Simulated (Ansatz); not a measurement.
Two structures of CH₇NSi, closed shell, reached by relaxing down either side of one saddle point (PBE0-D4/def2-TZVP). Energies are electronic, without zero-point energy. Program: Ansatz 0.2.0. Basis: def2-TZVPP and def2-QZVPP. Cores are frozen in the correlated methods. Extrapolation: Hartree–Fock as exp(−7.88 √X), correlation as X^−2.97. First:

```tsv
atom	x (Å)	y (Å)	z (Å)
Si1	0.5383	0.3961	0.0650
H2	1.9550	0.0440	-0.2263
N3	-0.2074	0.6859	-1.4624
H4	0.3027	1.1943	-2.1669
H5	0.5609	1.5779	0.9832
C6	-0.3505	-0.9901	0.9387
H7	-1.1871	0.9193	-1.5034
H8	0.1114	-1.1930	1.9082
H9	-1.3968	-0.7290	1.1203
H10	-0.3264	-1.9053	0.3436
```

Second:

```
10
angstrom
Si -0.7980 0.7674 0.3036
H 2.1992 -0.9892 -2.0082
N -0.1324 1.2014 -1.0785
H 1.6938 -0.4511 -1.8726
H -1.8729 1.4816 1.0544
C -0.2485 -0.7763 1.1549
H -0.4218 2.0439 -1.5573
H 0.1330 -0.5493 2.1542
H -1.0874 -1.4670 1.2776
H 0.5349 -1.2615 0.5720
```

**Question.** Which bonds change from the first to the second?

**Answer.** CH₇NSi ([CH3][SiH2][NH2]) → CH₅NSi ([CH3][SiH][NH]) + H₂; bonds formed: H2–H4; bonds broken: Si1–H2, N3–H4.

**Question.** Give the saddle point's structure and its height above each. (To be estimated.)

**Answer.** By the calculation: 3.490 eV above the first and 1.151 eV above the second (CCSD(T) at an estimated basis limit (MP2 extrapolated from triple and quadruple zeta, plus CCSD(T) − MP2 in triple zeta)).
| atom | x (Å) | y (Å) | z (Å) |
| --- | --- | --- | --- |
| Si1 | -0.0255 | 0.5328 | 0.0142 |
| H2 | 1.6075 | 0.1783 | -0.6307 |
| N3 | -0.5901 | 0.7185 | -1.5044 |
| H4 | 0.9887 | 0.4400 | -1.2934 |
| H5 | 0.3871 | 1.6210 | 0.9510 |
| C6 | -0.3103 | -1.0350 | 0.9446 |
| H7 | -0.8949 | 1.5932 | -1.9032 |
| H8 | 0.4892 | -1.2259 | 1.6646 |
| H9 | -1.2510 | -0.9452 | 1.4992 |
| H10 | -0.4007 | -1.8779 | 0.2581 |

The T1 diagnostic stays at or below 0.017.

Labels in which every atom is bracketed show which atoms are joined, not bond orders.

For scale, one of the runs: CCSD(T)/def2-TZVPP, 202 basis functions, launched by `ansatz run in.yaml --threads 2 --pin off --events-out ev --progress --plain --max-ram 4352MiB`. Time: 83 s of wall clock on 2 CPU threads of an Arm Neoverse N1; the host was shared. Peak host memory: 2.5 GiB.
